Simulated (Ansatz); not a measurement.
Barrier CH3F (SMILES CF) + Cl− via CH3ClF, on the benchmark's geometries as Psi4's copy gives them; open shells unrestricted, no zero-point energy, no spin–orbit coupling.
Transition structure (charge -1, multiplicity 1):
| atom | x (Å) | y (Å) | z (Å) |
|---|---|---|---|
| F | 0.0000 | 0.0000 | -2.5379 |
| C | 0.0000 | 0.0000 | -0.4884 |
| H | 0.0000 | 1.0621 | -0.6150 |
| H | -0.9198 | -0.5310 | -0.6150 |
| H | 0.9198 | -0.5310 | -0.6150 |
| Cl | 0.0000 | 0.0000 | 1.6245 |

Codes used: Ansatz (Gaussian basis) for Hartree–Fock, density functionals and correlated methods. Each number belongs to the level named beside it.

The barrier height (kcal/mol) and the share of exact exchange:

| functional | exact exchange (%) | value |
|---|---|---|
| PBE/def2-TZVPPD | 0 | 12.21 |
| PBE0/def2-TZVPPD | 25 | 19.36 |
| BLYP/def2-TZVPPD | 0 | 12.89 |
| B3LYP/def2-TZVPPD | 20 | 18.11 |
| BHLYP/def2-TZVPPD | 50 | 24.21 |
| r2SCAN/def2-TZVPPD | 0 | 15.08 |

### Question
Take the value as linear in the share of exact exchange along PBE and PBE0. Give the slope, say whether the sign turns, and set the other functionals against that line.

### Answer

Slope: (19.36 − (12.21))/2.5 = 2.86 kcal/mol for each 10 %. The line keeps its sign from 0 to 100 %. At 50 % it gives 26.5 kcal/mol. The LYP pair gives (24.21 − (12.89))/5 = 2.26 for each 10 %. BHLYP, at 50 %, lies -2.3 from the PBE line. B3LYP, at 20 %, lies 0.2 from the PBE line. r2SCAN, with none, stands 2.9 from PBE.

Ansatz is a program for electronic structure.
